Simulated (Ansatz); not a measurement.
A nudged elastic band was laid between two geometries of H3Si + H4Si (9 atoms, charge 0, multiplicity 2).

All numbers below come from UKS r2SCANh/cc-pVDZ in Ansatz 0.2.0.

```yaml
movable_images: 5
climbing_image: yes
spring: 5.0 eV/Å²
optimiser: fire
start_path: through a guess of the saddle point
force_threshold: 0.05 eV/Å
iteration_limit: 60
end_points: relaxed
largest_step: 0.5 Å
```

Image 0:

```xyz
9
Properties=species:S:1:pos:R:3
Si -0.002 0.000 -0.686
H 0.003 0.000 0.808
H 1.405 0.000 -1.189
H -0.707 1.219 -1.183
H -0.707 -1.220 -1.182
Si 0.009 0.001 4.423
H -0.772 -1.201 4.846
H 1.425 -0.067 4.898
H -0.654 1.268 4.858
```

Image 6:

```xyz
9
Properties=species:S:1:pos:R:3
Si 0.013 -0.002 -0.958
H -0.015 0.001 2.657
H 1.431 0.000 -1.430
H -0.709 1.235 -1.385
H -0.709 -1.236 -1.392
Si -0.005 0.000 4.151
H -0.762 -1.184 4.655
H 1.405 -0.066 4.640
H -0.647 1.252 4.655
```

What changes between the two ends?

Bonds broken: Si1–H2. Bonds formed: H2–Si6.  The two ends are copies of one structure, up to a mirror image or an exchange of like atoms.

Give the energies along the band, and the barrier.

It converged. The highest image is number 3 of 0 to 6, 0.273 eV above the ends, which have the same energy within 2 meV. Another band between the same ends (5 images) ends at a top of the same energy, where a vibrational analysis finds 1 clearly imaginary mode.

| image | path coordinate (Å) | energy (eV) | Si1–H2 (Å) | H2–Si6 (Å) |
| --- | --- | --- | --- | --- |
| 0 | 0.00 | 0.000 | 1.49 | 3.61 |
| 1 | 0.81 | 0.011 | 1.50 | 3.08 |
| 2 | 1.62 | 0.074 | 1.51 | 2.54 |
| 3 | 2.43 | 0.273 | 1.77 | 1.77 |
| 4 | 3.24 | 0.074 | 2.54 | 1.51 |
| 5 | 4.05 | 0.011 | 3.08 | 1.50 |
| 6 | 4.85 | 0.000 | 3.62 | 1.49 |

What is the geometry of the highest image?


```xyz
9
Properties=species:S:1:pos:R:3
Si 0.001 0.000 -0.042
H 0.000 0.000 1.732
H 1.418 0.000 -0.519
H -0.708 1.227 -0.519
H -0.707 -1.227 -0.519
Si -0.001 0.000 3.507
H -0.766 -1.193 3.984
H 1.415 -0.067 3.984
H -0.650 1.259 3.984
```

The run took 5.2 min on 2 threads of Arm Neoverse V1, with other jobs on the host, peak memory 0.22 GiB.
